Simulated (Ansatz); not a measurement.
Input for Ansatz (development build ahead of 0.2.0):

```yaml
crystal:
  periodic: [false, false, false]
  atoms:
    - { symbol: C, position_ang: [0.78735, 0.00849, -0.00529] }
    - { symbol: C, position_ang: [-0.38984, 0.68385, -0.00902] }
    - { symbol: C, position_ang: [-0.39122, -0.68975, 0.00575] }
    - { symbol: H, position_ang: [1.88537, 0.00882, -0.00264] }
    - { symbol: H, position_ang: [-0.93624, 1.6327, -0.0083] }
    - { symbol: H, position_ang: [-0.94131, -1.62998, -0.00997] }
basis:
  gaussian: { orbitals: def2-TZVP }
total_charge: 1
hamiltonian:
  xc: hf
correlation:
  method: mp2
  frozen_orbitals: { C: 1, H: 0 }
```

The input is written out in the form of the current development build from the run's settings.

The run gave:

```yaml
Converged: yes
Reference_energy: -115.04706 hartree
Correlation_energy: -0.41432 hartree
Total_energy: -115.46138 hartree
Spin_squared_of_the_determinant: 0.000
```
